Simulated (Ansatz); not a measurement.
Here is an Ansatz input file for C2H4OS2, SMILES C=C(O)SS. Write the same calculation for the Python package.

```yaml
crystal:
  periodic: [false, false, false]
  atoms:
    - { symbol: C, position_ang: [-1.114, 0.2961, 1.1672] }
    - { symbol: C, position_ang: [-0.4379, 0.2439, 0.0407] }
    - { symbol: O, position_ang: [-0.9821, -0.4164, -1.06] }
    - { symbol: S, position_ang: [1.1985, 0.999, -0.0855] }
    - { symbol: S, position_ang: [2.0995, -0.3795, -1.2942] }
    - { symbol: H, position_ang: [-0.812, 0.8843, 2.0343] }
    - { symbol: H, position_ang: [-2.118, -0.1147, 1.2085] }
    - { symbol: H, position_ang: [-0.2179, -0.3207, -1.7339] }
    - { symbol: H, position_ang: [2.4724, -1.2384, -0.2941] }
basis:
  gaussian:
    orbitals: def2-SVP
hamiltonian:
  xc: pbe0
relax:
  f_tol: 0.02
```

`opt_c2h4os2.py`:
```python
# -*- coding: utf-8 -*-
import ansatz as az
import numpy as np


def main():
    geometry = (
        az.Crystal.molecule()
        .atom("C", [-1.114, 0.2961, 1.1672])
        .atom("C", [-0.4379, 0.2439, 0.0407])
        .atom("O", [-0.9821, -0.4164, -1.06])
        .atom("S", [1.1985, 0.999, -0.0855])
        .atom("S", [2.0995, -0.3795, -1.2942])
        .atom("H", [-0.812, 0.8843, 2.0343])
        .atom("H", [-2.118, -0.1147, 1.2085])
        .atom("H", [-0.2179, -0.3207, -1.7339])
        .atom("H", [2.4724, -1.2384, -0.2941])
    )

    base = geometry.calculation().basis(gaussian="def2-SVP").functional("pbe0")
    symbols = [site.symbol for site in geometry.cartesian_sites]
    start = np.array([site.position_ang for site in geometry.cartesian_sites], dtype=float)
    rep = base.relax(force_tolerance=0.02).run().report
    end = np.array(rep["positions_ang"])

    print(f"E = {rep['free_energy_ev']:.6f} eV = {rep['free_energy_ev'] / 27.211386246:.7f} Ha")
    print("converged:", rep["converged"], " doubts:", rep["published_state_doubts"] or "none")

    print("bond        before    after (A)")
    for i, j in [(0, 1), (0, 5), (0, 6), (1, 2), (1, 3), (2, 7), (3, 4), (4, 8)]:
        d0, d1 = (np.linalg.norm(xyz[i] - xyz[j]) for xyz in (start, end))
        print(f"{symbols[i]}{i}-{symbols[j]}{j}".ljust(10), f"{d0:8.4f} {d1:8.4f}")
    for i, j, k in [(1, 0, 5), (1, 0, 6), (5, 0, 6), (0, 1, 2), (0, 1, 3), (2, 1, 3), (1, 2, 7), (1, 3, 4)]:
        u, v = end[i] - end[j], end[k] - end[j]
        print(f"angle {symbols[i]}{i}-{symbols[j]}{j}-{symbols[k]}{k}: {np.degrees(np.arccos(np.clip(u @ v / np.linalg.norm(u) / np.linalg.norm(v), -1, 1))):.2f} deg")

    charges = rep["charge_distribution"]
    dipole = np.array(charges["dipole_moment_e_ang"]) * 4.803205
    print("dipole (D): {:.3f} {:.3f} {:.3f}, length {:.3f}".format(*dipole, np.linalg.norm(dipole)))
    print("atom  Mulliken   Lowdin")
    for symbol, m, l in zip(symbols, charges["mulliken_charges_e"], charges["lowdin_charges_e"]):
        print(f"{symbol:4s} {m:9.3f} {l:8.3f}")


if __name__ == "__main__":
    main()
```

```console
$ python opt_c2h4os2.py
E = -25834.086616 eV = -949.3851721 Ha
converged: True  doubts: none
bond        before    after (A)
C0-C1        1.3149   1.3385
C0-H5        1.0904   1.0896
C0-H6        1.0856   1.0915
C1-O2        1.3942   1.3338
C1-S3        1.8066   1.7946
O2-H7        1.0234   0.9741
S3-S4        2.0428   2.0734
S4-H8        1.3700   1.3587
angle C1-C0-H5: 120.66 deg
angle C1-C0-H6: 119.76 deg
angle H5-C0-H6: 119.57 deg
angle C0-C1-O2: 124.10 deg
angle C0-C1-S3: 117.88 deg
angle O2-C1-S3: 117.81 deg
angle C1-O2-H7: 108.80 deg
angle C1-S3-S4: 101.45 deg
dipole (D): 1.226 -1.163 0.035, length 1.690
atom  Mulliken   Lowdin
C       -0.107   -0.109
C       -0.005   -0.339
O       -0.190    0.191
S       -0.021    0.221
S       -0.104    0.114
H        0.056    0.012
H        0.067    0.020
H        0.185   -0.073
H        0.118   -0.037
```

Caveats:
- Total energies depend on the basis set; only differences at equal settings carry meaning.
- The end point is the stationary point reached from this start; no frequency run checks that it is a minimum, and the basis set is modest.
- The Löwdin charges here are taken after orthogonalising the functions within each atom; they differ from plain Löwdin charges, and their signs can be unphysical.
- The whole script took 37 s on 1 thread of Arm Neoverse V2, on a shared host, peak memory 0.28 GiB.

(A comment or docstring line of the script was reworded after the run, the code is as it ran; lines on the test bed's own set-up are left out of the output.)
